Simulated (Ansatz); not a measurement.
A made-up structure of CH₂B, doublet:

B1  (0.154, -0.972, 0.881)
C2  (-0.007, 0.045, -0.041)
H3  (0.577, 0.959, 0.013)
H4  (-0.013, -1.484, 1.897)
(Å)

It is relaxed with PBE-D4/def2-SVP and then PBE0-D4/def2-TZVP (Ansatz 0.2.0). Atoms count as bonded within 1.22 times the sum of their covalent radii (H–H: 0.88 Å). The end point is not checked to be a true minimum.

Problem. Does its bonding change? (Judge from chemistry; the calculation decides.)

Solution. The calculation gives: No: no bond forms or breaks.

Where it ends: The first stage lowers the energy by 0.66 eV in 7 steps. It ends as CH₂B ([BH][CH]):
```
4
angstrom
B 0.0807 -0.8652 1.0873
C 0.2822 0.1789 0.2556
H 0.4420 1.0061 -0.4034
H -0.0943 -1.7720 1.8096
```

Labels in which every atom is bracketed show which atoms are joined, not bond orders.

For scale, one of the runs: PBE0-D4/def2-TZVP relaxation, 74 basis functions, launched by `ansatz run in.yaml --threads 2 --pin off --events-out ev --progress --plain --max-ram 4352MiB`. The run took about 37 s on 2 CPU threads of an Arm Neoverse V2 (shared host).
